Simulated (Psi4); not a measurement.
# CHF2 (difluoromethyl radical) at 6 levels

We compute a comparison of 6 runs (HF/pcSseg-1, UBLYP/3-21G, UB3LYP/6-31G*, UMN15-L/6-311+G**, U-r2SCAN/def2-TZVP, UOMP2/pcseg-0) of CHF2 (difluoromethyl radical). 

The results are computed with Psi4 1.11.

3 further runs of the same task are left out: 3 set aside as unsound or not needed.

### Step 1. The system as given

The species is CHF2 (4 atoms), meant as a doublet with charge 0. As SMILES, `F[CH]F`. The coordinates come from a PBE0-D4/def2-TZVP relaxation.

Bond lengths: F1–C2 1.321 Å, C2–F3 1.321 Å, C2–H4 1.090 Å. Angles: F1–C2–F3 111.3°, F1–C2–H4 114.3°, F3–C2–H4 114.3°.

### Step 2. The energy at HF/pcSseg-1 (Cholesky decomposition, Cartesian functions) (run 1)

Input file chf2.py:

```python
import psi4

psi4.set_memory(1600000000)
psi4.set_num_threads(1)
psi4.core.set_output_file('output.dat', False)

mol = psi4.geometry("""
0 2
F     -1.208200     0.264600    -0.141700
C      0.038600     0.063400     0.244400
F      0.433100    -1.166800    -0.029600
H      0.736500     0.838700    -0.073100
units angstrom
""")

options = {'reference': 'cuhf', 'scf_type': 'cd', 'orbital_optimizer_package': 'ooo', 'puream': False}
psi4.set_options(options)

result = psi4.energy("hf/pcSseg-1", molecule=mol)
print(f'hf/pcSseg-1 energy: {result:.10f} Eh')
for k, v in sorted(psi4.core.scalar_variables().items()):
    print(f'{k:45s} {v:18.10f}')
```

Started as:

```
$ python chf2.py
```

output.dat:

```text
[...]
  Running in c1 symmetry.
[...]
  Nuclear repulsion =   70.538268333855825
[...]
  Multiplicity = 2
[...]
  Nalpha       = 13
  Nbeta        = 12
[...]
    Number of basis functions: 59
[...]
   @CUHF iter   1:  -237.19121873667498   -5.77052e-01   5.64123e-03 ADIIS/DIIS
[...]
   @CUHF iter   8:  -237.23872985570088   -1.55348e-07   9.75534e-07 DIIS
[...]
  @S^2 Observed:               0.75000
[...]
  @CUHF Final Energy:  -237.23872985570088
   => Energetics <=
    Nuclear Repulsion Energy =             70.5382683338558252
    One-Electron Energy =                -469.8649540941110558
    Two-Electron Energy =                 162.0879559045544056
    Total Energy =                       -237.2387298557008535
[...]
 Multipole Moments:
 ------------------------------------------------------------------------------------
     Multipole            Electronic (a.u.)      Nuclear  (a.u.)        Total (a.u.)
 ------------------------------------------------------------------------------------
 L = 1.  Multiply by 2.5417464519 to convert [e a0] to [Debye]
 Dipole X            :         -0.7129446            1.1700179            0.4570733
 Dipole Y            :         -0.8187269            1.3482436            0.5295167
 Dipole Z            :         -0.0176551            0.0857107            0.0680557
 Magnitude           :                                                    0.7028055
[...]
```

On the terminal:

```text
hf/pcSseg-1 energy: -237.2387298557 Eh
CURRENT ENERGY                                   -237.2387298557
CURRENT REFERENCE ENERGY                         -237.2387298557
DD SOLVATION ENERGY                                 0.0000000000
HF KINETIC ENERGY                                 236.9374763807
HF POTENTIAL ENERGY                              -474.1762062364
HF TOTAL ENERGY                                  -237.2387298557
HF VIRIAL RATIO                                     2.0012714471
NUCLEAR REPULSION ENERGY                           70.5382683339
ONE-ELECTRON ENERGY                              -469.8649540941
PCM POLARIZATION ENERGY                             0.0000000000
PE ENERGY                                           0.0000000000
SCF ITERATION ENERGY                             -237.2387298557
SCF ITERATIONS                                      8.0000000000
SCF TOTAL ENERGY                                 -237.2387298557
TWO-ELECTRON ENERGY                               162.0879559046
```

It took 1.3 s on 1 thread of Intel Xeon 6975P-C (Granite Rapids), shared host; peak memory 0.19 GiB.

### Step 3. Energy and forces at UBLYP/3-21G (run 2)

Input file job.in:

```
memory 1600 mb

molecule {
  0 2
  F     -1.208200     0.264600    -0.141700
  C      0.038600     0.063400     0.244400
  F      0.433100    -1.166800    -0.029600
  H      0.736500     0.838700    -0.073100
  symmetry c1
  no_reorient
  no_com
}

set basis 3-21G
set reference uks
set puream true
set e_convergence 1e-09
set d_convergence 1e-08
set scf_type pk
set dft_radial_points 99
set dft_spherical_points 590
set maxiter 200

e, wfn = gradient("blyp", return_wfn=True)
oeprop(wfn, "WIBERG_LOWDIN_INDICES", "MULLIKEN_CHARGES", "LOWDIN_CHARGES", title="BLYP")
print_variables()
```

Started as:

```
$ psi4 -n 1 job.in job.out
```

job.out:

```text
[...]
  Running in c1 symmetry.
[...]
  Nuclear repulsion =   70.538268333855825
[...]
  Multiplicity = 2
[...]
  Nalpha       = 13
  Nbeta        = 12
[...]
    Number of basis functions: 29
[...]
   @UKS iter   1:  -236.94201973563202   -1.78309e-01   9.12895e-03 ADIIS/DIIS
[...]
   @UKS iter  11:  -236.96742908896772   -2.55795e-13   2.57982e-09 DIIS
[...]
   @S^2 Observed:                7.508070515E-01
[...]
  @UKS Final Energy:  -236.96742908896772
   => Energetics <=
    Nuclear Repulsion Energy =             70.5382683338558252
    One-Electron Energy =                -468.5989495490138665
    Two-Electron Energy =                 187.6951639845575528
    DFT Exchange-Correlation Energy =     -26.6019118583672025
    Empirical Dispersion Energy =           0.0000000000000000
    VV10 Nonlocal Energy =                  0.0000000000000000
    Total Energy =                       -236.9674290889677195
[...]
  -Total Gradient:
     Atom            X                  Y                   Z
    ------   -----------------  -----------------  -----------------
       1        0.054182504022    -0.013207855866     0.012334056427
       2       -0.027056274791    -0.032455254630    -0.018534752221
       3       -0.021204208377     0.052538644264     0.007181122102
       4       -0.005920065794    -0.006873297060    -0.000980510845
[...]
```

Run time: 4.2 s. Hardware: 1 thread of Intel Xeon 6975P-C (Granite Rapids), shared host; peak memory 0.37 GiB.

Runs 3 to 5 aren't shown in full; the table further down has their settings and results.

### Step 4. Energy and forces at UOMP2/pcseg-0 (density fitting, density fitting for correlation) (run 6)

Input file calc.py:

```python
import psi4

psi4.set_memory('1600 MB')
psi4.set_num_threads(1)
psi4.core.set_output_file('psi4.out', False)

geom = psi4.geometry("""
0 2
F     -1.208200     0.264600    -0.141700
C      0.038600     0.063400     0.244400
F      0.433100    -1.166800    -0.029600
H      0.736500     0.838700    -0.073100
symmetry c1
no_reorient
no_com
""")

psi4.set_options({
    'basis': 'pcseg-0',
    'reference': 'uhf',
    'scf_type': 'df',
    'freeze_core': True,
    'mp2_type': 'df',
    'diis_max_vecs': 15,
})

e, wfn = psi4.gradient('omp2', return_wfn=True)
print('gradient / Eh bohr^-1')
print(e.np.round(6))
print(f'energy = {wfn.energy():.10f} Eh')
```

Started as:

```
$ python calc.py
```

psi4.out:

```text
[...]
  Running in c1 symmetry.
[...]
  Nuclear repulsion =   70.538268333855825
[...]
  Multiplicity = 2
[...]
  Nalpha       = 13
  Nbeta        = 12
[...]
    Number of basis functions: 29
[...]
   @DF-UHF iter   1:  -236.50450297130976   -4.76281e-01   1.04819e-02 DIIS/ADIIS
[...]
   @DF-UHF iter  17:  -236.55327681561278    1.42109e-13   3.19431e-11 DIIS
[...]
   @S^2 Observed:                7.546558445E-01
[...]
  @DF-UHF Final Energy:  -236.55327681561278
   => Energetics <=
    Nuclear Repulsion Energy =             70.5382683338558252
    One-Electron Energy =                -468.4932546446185597
    Two-Electron Energy =                 161.4017094951499303
    Total Energy =                       -236.5532768156127759
  UHF NO Occupations:
  HONO-2 :   11  A 1.9994753
  HONO-1 :   12  A 1.9991009
[...]
 Multipole Moments:
 ------------------------------------------------------------------------------------
     Multipole            Electronic (a.u.)      Nuclear  (a.u.)        Total (a.u.)
 ------------------------------------------------------------------------------------
 L = 1.  Multiply by 2.5417464519 to convert [e a0] to [Debye]
 Dipole X            :         11.8946636          -11.3530966            0.5415670
 Dipole Y            :         13.6689956          -13.0404331            0.6285626
 Dipole Z            :          0.3768176           -0.2804354            0.0963823
 Magnitude           :                                                    0.8352696
[...]
	DF-SCS-MP2 Total Energy (a.u.)     :  -236.86237320830864
	DF-SOS-MP2 Total Energy (a.u.)     :  -236.85789575221855
[...]
	DF-SCS-OMP2 Total Energy (a.u.)    :  -236.86771697276984
	DF-SOS-OMP2 Total Energy (a.u.)    :  -236.83795102487315
	DF-SCS(N)-OMP2 Total Energy (a.u.) :  -236.70259286437425
[...]
	DF-OMP2 Total Energy (a.u.)        :  -236.87849514094796
[...]
```

The script printed:

```text
gradient / Eh bohr^-1
[[ 0.069714 -0.016567  0.01854 ]
 [-0.041749 -0.050143 -0.029312]
 [-0.027068  0.067838  0.011925]
 [-0.000897 -0.001128 -0.001152]]
energy = -236.8784951409 Eh
```

Wall time 3.9 s (1 thread of Intel Xeon 6975P-C (Granite Rapids), shared host); peak memory 0.6 GiB.

### Step 5. Overview of the runs

| run | level | task | integrals | energy (Eh) | dipole moment (D) | HOMO energy (eV) | LUMO energy (eV) | wall time |
| --- | --- | --- | --- | --- | --- | --- | --- | --- |
| 1 | HF/pcSseg-1 (Cholesky decomposition, Cartesian functions) | energy | cd | -237.238730 | 1.79 | -11.46 | 3.38 | 1.3 s |
| 2 | UBLYP/3-21G | gradient | pk | -236.967429 | 1.10 | -4.00 | -2.09 | 4.2 s |
| 3 | UB3LYP/6-31G* (Cartesian functions) | gradient | pk | -238.305149 | 1.19 | -6.02 | -1.45 | 7.2 s |
| 4 | UMN15-L/6-311+G** (density fitting, Cartesian functions) | energy | mem_df | -238.194623 | 1.40 | -5.62 | -2.01 | 10 s |
| 5 | U-r2SCAN/def2-TZVP | energy | pk | -238.321935 | 1.28 | -5.63 | -2.03 | 23 s |
| 6 | UOMP2/pcseg-0 (density fitting, density fitting for correlation) | gradient | df | -236.878495 | – | -11.66 | 3.24 | 3.9 s |

### Step 6. Results

| quantity | value |
| --- | --- |
| run 6: total energy | -236.87850 Eh |
| run 6: HOMO energy (Hartree–Fock orbitals) (highest over α and β) | -11.66 eV |
| run 6: LUMO energy (Hartree–Fock orbitals) (lowest over α and β) | 3.24 eV |
| run 6: correlation energy (3 core orbitals frozen) | -325.2 mEh |
| run 6: ⟨S²⟩ of the reference determinant | 0.755 |
| run 6: largest force on an atom | 3.806 eV/Å |

In words: Over runs 1, 2, 3, 4, 5 the dipole moment (its size) runs from 1.10 D (UBLYP/3-21G) to 1.79 D (HF/pcSseg-1). The two ends differ in method and basis. Totals of different functionals can't be ranked against each other. All runs together took 50 s, the longest 23 s.
